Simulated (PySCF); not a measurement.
# C4H10S: the cost of one run

Computed with PySCF 2.14.0, with density-fitted response routines of our own, on a single molecule in the gas phase. Atoms are numbered from 0 throughout.

## 1. Starting geometry

15 atoms, charge 0, multiplicity 1; geometry from: MMFF94s. The atoms were then displaced at random by about 0.03 Å, so the start is not that level's minimum.

Bonds of the start (Å): C0–C1 1.47, C1–C2 1.53, C1–C3 1.42, C1–S4 1.82, C0–H5 1.16, C0–H6 1.16, C0–H7 1.12, C2–H8 1.13, C2–H9 1.02, C2–H10 1.10, C3–H11 1.12, C3–H12 1.17, C3–H13 1.19, S4–H14 1.32.

## 2. Optimising the geometry at PBE0-D3(BJ)/def2-SVP

Job settings and geometry (Å):

```
{"job": {"xc": "PBE0", "basis": "def2-SVP", "d3": "d3bj", "grid": 1, "shake": 0.03, "kind": "geom"}, "charge": 0, "multiplicity": 1}
C      0.098370     1.199600    -0.644240
C      0.070930     0.005080     0.209020
C      0.423750    -1.205400    -0.651050
C     -1.168410    -0.211030     0.875860
S      1.339130     0.243040     1.495610
H     -0.723280     1.181490    -1.457420
H     -0.206610     2.158180    -0.073510
H      1.045620     1.488590    -1.159700
H      0.531710    -2.094610     0.038570
H     -0.259770    -1.385130    -1.387610
H      1.429780    -1.066130    -1.085670
H     -1.238760    -1.106460     1.544800
H     -1.656560     0.667580     1.473550
H     -2.101260    -0.360660     0.155090
H      2.382580     0.409770     0.710710
```

Launch:

```console
$ OMP_NUM_THREADS=1 python probes_run.py task.json out
```

The driver reads the jobs from task.json and runs them one after another.

**Question.** How long does this first job take on 1 thread of Arm Neoverse V2, shared host, and how much memory does it need?

About 42 s, with a peak of 0.53 GiB.
